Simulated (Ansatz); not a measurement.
C3H6O2 can be A, `CCOC=O`, or B, `O=CCCO`.

Isolated molecules relaxed with PBE0-D4/def2-TZVP in Ansatz; ΔE leaves out vibrations. CBS: MP2 limit from def2 TZ/QZ plus the TZ coupled-cluster correction, frozen cores. DFT in def2-TZVPP. B3LYP here is the variant with VWN-RPA as its local correlation; programs differ in this. One conformer a species, not always the lowest.

Task: Which is lower in electronic energy at CCSD(T)/CBS, and by how much? (Best estimate.)

Result: Computed: A, by 14.3 kcal/mol.

Task: Give E(B) − E(A) in kcal/mol with CCSD/def2-TZVPP, PBE0-D4, MP2/def2-TZVPP, B3LYP, CCSD(T)/def2-TZVPP, B2PLYP, B3LYP-D4. (An estimate is asked.)

Result: The calculation gave: CCSD/def2-TZVPP 14.3, PBE0-D4 15.7, MP2/def2-TZVPP 15.3, B3LYP 16.1, CCSD(T)/def2-TZVPP 14.9, B2PLYP 16.1, B3LYP-D4 16.2. None reverses the order clearly.

Largest T1 diagnostic: 0.014.

From PBE to PBE0 (25 % exact exchange), in def2-TZVPP and without D4, E(B) − E(A) moves by −0.9 kcal/mol.
